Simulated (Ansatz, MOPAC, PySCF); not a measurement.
Molecule: CN, net charge 1, singlet state. SMILES of the parent species: [C]#N
Structure (B3LYP-D3(BJ)/def2-TZVP (Ansatz, a quantum-chemistry and plane-wave program) minimum search):
```xyz
2

C      0.0000     0.0000    -0.6312
N      0.0000     0.0000     0.5411
```
Charge +1, spin multiplicity 1.

Unscaled harmonic wavenumbers (cm⁻¹) in rising order, each level at the stationary point that it reaches from this structure (no distance between atoms moves by over 0.3 Å); the order of modes can differ between levels, and a negative number is imaginary. B3LYP-D3(BJ)/def2-TZVP (PySCF, at the structure above): 2079.

PM6 (MOPAC): 2281. Zero-point energy 3.3 against 3.0 kcal/mol; where all levels lie over 400 cm⁻¹, the wavenumbers are on average 1.097 times those of B3LYP-D3(BJ)/def2-TZVP.

PM7 (MOPAC): 2313. Zero-point energy 3.3 against 3.0 kcal/mol; where all levels lie over 400 cm⁻¹, the wavenumbers are on average 1.112 times those of B3LYP-D3(BJ)/def2-TZVP.

B3LYP/6-31G* (Ansatz): 2090. Zero-point energy 3.0 against 3.0 kcal/mol; where all levels lie over 400 cm⁻¹, the wavenumbers are on average 1.005 times those of B3LYP-D3(BJ)/def2-TZVP.
